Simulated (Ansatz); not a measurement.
How methods differ on NO (nitric oxide)

NO: 2 atoms, total charge 0, spin state doublet. As SMILES, `[N]=O`. Geometry: optimised at wB97X-V/def2-SVP.

```xyz
2

N    -0.4858    0.1778   -0.2451
O     0.4858   -0.1778    0.2451
```

Quantity: the electronic atomisation energy, in eV. The values are calculated. Electronic energies at fixed atoms, without zero-point motion or spin-orbit coupling.

```tsv
level	kind	program	value (eV)	less CCSD(T)/def2-TZVPP
USVWN5/def2-TZVPP	LDA	Ansatz	8.61	+2.39
UBLYP/def2-TZVPP	GGA	Ansatz	7.21	+0.99
UPBE/def2-TZVPP	GGA	Ansatz	7.46	+1.24
U-r2SCAN/def2-TZVPP	meta-GGA	Ansatz	6.60	+0.38
U-wB97M-V/def2-TZVPP	range-separated hybrid	Ansatz	6.71	+0.49
RPA@PBE/def2-TZVPP	RPA	Ansatz	6.17	-0.05
UMP2/def2-TZVPP	perturbation theory	Ansatz	6.59	+0.37
UCCSD(T)/def2-TZVPP	coupled cluster or CI	Ansatz	6.22	0.00
```

UCCSD(T)/def2-TZVPP is the highest level here, not the true value. The values span 6.17 to 8.61 eV.
